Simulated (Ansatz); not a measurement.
## Multireference treatment of CH3F, singlet

Computed with Ansatz's Gaussian-basis code (development build). Basis cc-pVDZ, nonrelativistic, 2 orbitals frozen in the corrections. State-specific CASSCF; RHF is the lowest restricted (open-shell) Hartree–Fock solution met. Letters tell apart solutions met in one space. Solutions may break the symmetry of the shape. Lower solutions, or ones in other orbitals, may exist.

Geometry:

```xyz
5

C     0.0000    0.0000   -0.6682
F     0.0000    0.0000    0.8043
H     0.0000   -1.1189   -1.0763
H    -0.9690    0.5595   -1.0763
H     0.9690    0.5595   -1.0763
```

CASSCF less RHF, in eV, and natural occupations:

```csv
CAS,CASSCF,occupations
"(2,2) a",-0.785,"1.97, 0.03"
"(2,2) b",-0.519,"1.98, 0.02"
```

(1) What totals less RHF do the corrections give on each solution?

(2) In CAS(2,2), is the solution lowest in CASSCF also lowest after SC-NEVPT2?

Results:

(1) 

```tsv
CAS	SC-NEVPT2
(2,2) a	-9.294
(2,2) b	-9.306
```

(2) No: (2,2) b is lowest after SC-NEVPT2, 0.01 eV under (2,2) a, which leads in CASSCF.
